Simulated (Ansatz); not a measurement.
A nudged elastic band was laid between two geometries of C2H6Si (9 atoms, charge 0, multiplicity 1).

Theory: Ansatz, RKS LDA/def2-SVP.

```
movable images  : 5
climbing image  : yes
spring          : 5.0 eV/Å²
optimiser       : quadratic models (default)
start path      : IDPP
force threshold : 0.05 eV/Å
iteration limit : 60
end points      : relaxed
```

Image 0:

```xyz
9
Properties=species:S:1:pos:R:3
C -0.523 1.039 -0.805
Si 0.917 -0.189 -0.911
C 0.597 -1.060 0.741
H -1.403 0.437 -1.151
H -0.441 1.908 -1.490
H -0.772 1.381 0.225
H -0.470 -1.106 1.057
H 1.070 -2.059 0.834
H 1.113 -0.396 1.482
```

Image 6:

```xyz
9
Properties=species:S:1:pos:R:3
C -0.578 0.847 -0.973
Si 1.137 0.602 -0.208
C 0.669 -0.818 0.956
H -1.187 -0.080 -1.069
H -0.583 1.411 -1.929
H -1.108 1.488 -0.222
H -0.372 -0.784 1.348
H 0.724 -1.723 0.296
H 1.387 -0.990 1.785
```

(1) What changes between the two ends?

(2) Give the energies along the band, and the barrier.

(3) What is the geometry of the highest image?

(4) What are the harmonic wavenumbers there?

Answers

(1) No bond is made or broken. The dihedral C1–Si2–C3–H8 goes from 161 to 83°. The two ends are copies of one structure, up to a mirror image or an exchange of like atoms.

(2) The run converged. The highest image is number 3 of 0 to 6, 0.020 eV above the ends, which have the same energy within 2 meV. A vibrational analysis at the climbing image gives one clearly imaginary mode, 128i cm⁻¹: a first-order saddle point.

```json
{"image": "0", "path coordinate (Å)": "0.00", "energy (eV)": "0.000", "dihedral C1–Si2–C3–H8 (°)": "161"}
{"image": "1", "path coordinate (Å)": "0.31", "energy (eV)": "0.006", "dihedral C1–Si2–C3–H8 (°)": "149"}
{"image": "2", "path coordinate (Å)": "0.62", "energy (eV)": "0.016", "dihedral C1–Si2–C3–H8 (°)": "137"}
{"image": "3", "path coordinate (Å)": "0.93", "energy (eV)": "0.020", "dihedral C1–Si2–C3–H8 (°)": "124"}
{"image": "4", "path coordinate (Å)": "1.25", "energy (eV)": "0.015", "dihedral C1–Si2–C3–H8 (°)": "110"}
{"image": "5", "path coordinate (Å)": "1.56", "energy (eV)": "0.005", "dihedral C1–Si2–C3–H8 (°)": "97"}
{"image": "6", "path coordinate (Å)": "1.88", "energy (eV)": "0.000", "dihedral C1–Si2–C3–H8 (°)": "83"}
```

(3) 
```xyz
9
Properties=species:S:1:pos:R:3
C -0.575 0.953 -0.931
Si 1.127 0.198 -0.584
C 0.630 -0.921 0.867
H -1.304 0.134 -1.139
H -0.600 1.681 -1.769
H -0.949 1.453 -0.005
H -0.436 -0.906 1.185
H 0.921 -1.969 0.617
H 1.276 -0.669 1.741
```

(4) 128i, 62, 247, 491, 560, 617, 655, 692, 805, 1145, 1158, 1317, 1325, 1335, 1340, 2929, 2932, 3018, 3023, 3057, 3080 cm⁻¹.

Time of the run: 45 s on 1 CPU thread of a shared host.
